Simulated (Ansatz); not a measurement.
**AlClHLi (SMILES [Li][AlH][Cl]): functionals against CCSD(T) at one geometry**

Aim: energy, forces and dipole at a frame of a short trajectory, from CCSD(T) and from density functionals.

Program: Ansatz 0.2.0, Gaussian basis. Level of theory: single points in def2-TZVPP. These are calculated values, not measurements.

Cores are frozen in the correlated methods. The outer core shell of Li, Na, Mg and K is correlated.

1 further run of the same task is left out (it didn't finish).

### 1 The system as given

SMILES `[Li][AlH][Cl]`, 4 atoms, charge 0, spin multiplicity 1.

Atoms are counted from 1 here; the program's logs count them from 0.

Bond lengths: Al2–Cl3 2.405 Å, Al2–H4 1.626 Å. Angles: Cl3–Al2–H4 103.1°.

Coordinates:

```mol
AlClHLi
  3D, bonds by distance, orders not assigned

  4  2  0  0  0  0  0  0  0  0999 V2000
   -2.7271    0.2053    0.2000 Li  0  0
   -0.0196    0.1429   -0.1123 Al  0  0
    1.5690   -1.4556    0.7268 Cl  0  0
    0.9258    1.3392   -0.6772 H   0  0
  2  3  8  0
  2  4  8  0
M  END
```

### 2 PBE-D4/def2-TZVPP

run/in.yaml reads:

```yaml
crystal:
  periodic: [false, false, false]
  atoms:
    - {symbol: Li, position_ang: [-2.727147, 0.205328, 0.199978]}
    - {symbol: Al, position_ang: [-0.019598, 0.142917, -0.112273]}
    - {symbol: Cl, position_ang: [1.569037, -1.455647, 0.726821]}
    - {symbol: H, position_ang: [0.925819, 1.339159, -0.677195]}
basis:
  gaussian: {orbitals: def2-TZVPP}
hamiltonian: {xc: pbe, dispersion: d4}
output: {forces: true}
```

Run with:

```console
ansatz run in.yaml --threads 2 --pin off --events-out ev --progress --plain --max-ram 3481MiB
```

### 3 r2SCAN-D4/def2-TZVPP

Changes to run/in.yaml since step 2:

```diff
@@ -9,3 +9,3 @@
   gaussian: {orbitals: def2-TZVPP}
-hamiltonian: {xc: pbe, dispersion: d4}
+hamiltonian: {xc: r2scan, dispersion: d4}
 output: {forces: true}
```

### 4 PBE0-D4/def2-TZVPP

Changes to run/in.yaml since step 3:

```diff
@@ -9,3 +9,3 @@
   gaussian: {orbitals: def2-TZVPP}
-hamiltonian: {xc: r2scan, dispersion: d4}
-output: {forces: true}
+hamiltonian: {xc: pbe0, dispersion: d4}
+output: {forces: true, orbitals: {seedname: orbitals}}
```

### 5 wB97M-V/def2-TZVPP

Changes to run/in.yaml since step 4:

```diff
@@ -9,3 +9,3 @@
   gaussian: {orbitals: def2-TZVPP}
-hamiltonian: {xc: pbe0, dispersion: d4}
-output: {forces: true, orbitals: {seedname: orbitals}}
+hamiltonian: {xc: {name: wB97M-V}}
+output: {forces: true}
```

### 6 CCSD(T)/def2-TZVPP

Changes to run/in.yaml since step 5:

```diff
@@ -9,3 +9,3 @@
   gaussian: {orbitals: def2-TZVPP}
-hamiltonian: {xc: {name: wB97M-V}}
+correlation: {method: ccsd_t}
 output: {forces: true}
```

(Steps that only read results are left out.)

Before running it: what results should come out? Wanted: energy less free atoms, CCSD(T)/def2-TZVPP; RMS force component; RMS force error; HOMO and LUMO, PBE0-D4; T1 diagnostic.

**Answer**, as computed:

```
                                  quantity                                                             value
energy less free atoms, CCSD(T)/def2-TZVPP                                                     -802.0 kJ/mol
                       RMS force component                              0.643 to 0.712 eV/Å over the methods
                           RMS force error  PBE-D4 0.102, r2SCAN-D4 0.032, PBE0-D4 0.028, wB97M-V 0.043 eV/Å
                    HOMO and LUMO, PBE0-D4                                                -5.60 and -1.88 eV
                             T1 diagnostic                                                             0.010
```

**Reading.** Against CCSD(T) the functionals' energies less atoms differ by -32.2 to -5.6 kJ/mol, PBE-D4 by -14.2 kJ/mol. The reference is not at the basis limit: in triple zeta CCSD(T) underbinds, which counts against methods that bind more; the gaps are no ranking. On forces the order runs from PBE0-D4 to PBE-D4. Frozen-core CCSD(T) forces in triple zeta carry basis errors of their own, and this is one geometry, so small gaps rank nothing.
